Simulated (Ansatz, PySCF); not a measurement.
# Smallest direct gap on the k points sampled of zinc-blende AlN (metastable phase) at several levels of theory

No measured value is used here.

```json
[
 {"level (code)": "LDA (Ansatz)", "value (eV)": "4.16", "cell (Å³/atom)": "10.50"},
 {"level (code)": "PBE (Ansatz)", "value (eV)": "4.11", "cell (Å³/atom)": "10.50"},
 {"level (code)": "PBE-D4 (Ansatz)", "value (eV)": "4.18", "cell (Å³/atom)": "10.43"},
 {"level (code)": "r²SCAN (Ansatz)", "value (eV)": "4.78", "cell (Å³/atom)": "10.50"},
 {"level (code)": "r²SCAN0 (Ansatz)", "value (eV)": "6.63", "cell (Å³/atom)": "10.50"},
 {"level (code)": "Hartree–Fock (Ansatz)", "value (eV)": "13.42", "cell (Å³/atom)": "10.50"},
 {"level (code)": "evGW@PBE (PySCF)", "value (eV)": "6.47 ± 0.1", "cell (Å³/atom)": "10.50"}
]
```

At these levels the smallest gap is indirect and lower: LDA 3.24, PBE 3.32, PBE-D4 3.33, r²SCAN 3.93, r²SCAN0 5.69, Hartree–Fock 12.04, evGW@PBE 5.79 eV. Computed values are for a static lattice.  A ± on a computed value is a rough bar: the spread of its extrapolation, a floor set from checks against published values, or a statistical error. Values are at the measured cell; PBE-D4 at the level's own equilibrium cell. Cutoffs and k meshes differ between the levels. Ansatz's density-functional and Hartree–Fock values are scalar-relativistic unless marked +SOC, with PAW data made under PBE.

Ansatz is a program for electronic structure.
